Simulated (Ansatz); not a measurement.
**B2SiH (quartet): wave-function methods side by side at a displaced geometry (v2), cc-pVDZ**

The task here is to estimate one member of a computed series from the others.

Program: Ansatz 0.2.0, Gaussian basis. Level of theory: cc-pVDZ, core rule «outside noble gas», up to 7 orbitals frozen. These are calculated values, not measurements.

Plan: UHF; CCSD(T) on ROHF; CCSD(T) on UHF; BCCD(T) on ROHF; CISD as a restricted active space (open shells left free, so some higher excitations enter); CCSDT(Q) on ROHF; CCSDT(Q) on UHF.

19 further runs of the same task are left out: 5 that didn't finish, 14 set aside as unsound or not needed. Runs told in other sessions of the task aren't counted.

## The geometry

The geometry is a PBE0/def2-TZVP stationary point (not a proven minimum) with its atoms shifted at random (size 0.100 Å).

4 atoms, charge 0, spin multiplicity 4.

Atoms are counted from 1 here; the program's logs count them from 0.

Bond lengths: B1–Si2 2.016 Å, B1–B3 1.709 Å, Si2–B3 1.948 Å, B3–H4 1.146 Å. Angles: Si2–B1–B3 62.4°, B1–Si2–B3 51.0°, B1–B3–Si2 66.5°, B1–B3–H4 131.8°, Si2–B3–H4 161.3°.

The first run:

Contents of in.yaml:

```yaml
crystal:
  periodic: [false, false, false]
  atoms:
    - {symbol: B, position_ang: [0.110220, -1.100212, -0.767791]}
    - {symbol: Si, position_ang: [-0.054654, 0.161458, 0.796289]}
    - {symbol: B, position_ang: [0.021967, 0.572702, -1.106213]}
    - {symbol: H, position_ang: [0.105075, 1.159071, -2.087734]}
basis:
  gaussian: {orbitals: cc-pVDZ}
magnetization: {spin_polarized: true, initial_magnetization: 3}
hamiltonian: {xc: hf}
output: {orbitals: {seedname: orbitals}}
```

The run is started by

```sh
$ ansatz run in.yaml --threads 1 --pin off --events-out ev --progress --plain --max-ram 2393MiB
```

Steps of the session up to this table: UHF; CCSD(T) on ROHF; CCSD(T) on UHF; BCCD(T) on ROHF; CISD as a restricted active space (open shells left free, so some higher excitations enter); CCSDT(Q) on ROHF; CCSDT(Q) on UHF.

One table of the session follows, with a row left open; its other results are not shown here.

| method | from UCCSDT(Q) (meV) |
| --- | --- |
| ROHF | +6973.3 |
| UHF | +6825.3 |
| RMP2 | +1418.3 |
| UMP2 | +1454.1 |
| CISD | +981.1 |
| RCCSD | +419.2 |
| UCCSD | +414.9 |
| RCCSD(T) | +82.8 |
| UCCSD(T) | +83.4 |
| BCCD(T) | +77.4 |
| RCCSDT | +29.4 |
| UCCSDT | ? |
| RCCSDT(Q) | +1.6 |
| UCCSDT(Q) | 0 |

Estimate the missing values for UCCSDT.

As computed: from UCCSDT(Q) (meV): +28.4. In the column «from UCCSDT(Q) (meV)» it lies between RCCSDT(Q) (+1.6) and RCCSDT (+29.4).

To keep in mind: Restricted and unrestricted rows rest on different reference determinants; a gap between their highest levels can come from leftover correlation error, from unlike frozen cores or from another state.
